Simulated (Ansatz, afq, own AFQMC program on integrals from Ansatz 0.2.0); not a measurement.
H3S⁺, triplet: AFQMC among the cluster methods

```tsv
atom	x (Å)	y (Å)	z (Å)
S	0.0000	-0.0391	0.0000
H	0.0000	1.3184	0.0000
H	0.0000	-0.0372	1.5201
H	0.0000	-0.0372	-1.5201
```

Basis 6-31G. Noble-gas cores (and the filled d shells of Ga–Kr and In–Xe) are frozen. Ansatz 0.2.0 and our own AFQMC program on the same integrals; the CISD trial comes from CCSD amplitudes, and released means the phaseless constraint is let go. Free projection: walkers drawn from exp(T), propagated without any constraint. Its projection time is finite, and what remains of the start isn't in its error. Error bars are statistical, one sigma.

Determinant: UHF, the one that the program's search chose, which needn't be the lowest solution. The geometry is a point of a scan.

Full CI on the same integrals is exact in this basis and with this determinant's frozen core.

Cautions: lower spins were not checked.

```
T1 diagnostic                               : 0.0165
weight of the determinant in the CISD state : 0.940
⟨S²⟩ of the determinant                     : 2.047
size of the correlated space                : 8 electrons in 14 orbitals
```

Reference: full CI, correlation energy -1.997 eV. The released energy is read at 2.40 1/Eh (meV from the phaseless value at times in 1/Eh: -0.7 ± 0.7 at 0.24, -1.0 ± 0.5 at 0.51, -1.0 ± 0.3 at 0.99, -1.1 ± 0.4 at 1.62, -0.9 ± 0.4 at 2.40).

```csv
level,E − E(reference) (kJ/mol),share of correlation (%)
HF,192.6,0.00
MP2,60.2,68.75
CCSD,2.6,98.65
CCSD(T),0.7,99.63
ph-AFQMC/HF,1.6 ± 1.5,99.17
ph-AFQMC/CISD,0.2 ± 0.07,99.91
released AFQMC,0.1 ± 0.04,99.95
free AFQMC,0.1 ± 0.04,99.97
```

Free projections are given only where their last times agree within the noise and don't stop above the reference; a slow remainder of the start can still hide under it. A walk keeps the symmetry of its determinant, which the program's search chose and which needn't be the lowest solution, so a lower state of the same spin and another symmetry isn't excluded. Released energies are given only where the last usable release times agree within the noise; a slower fall can still hide under it.
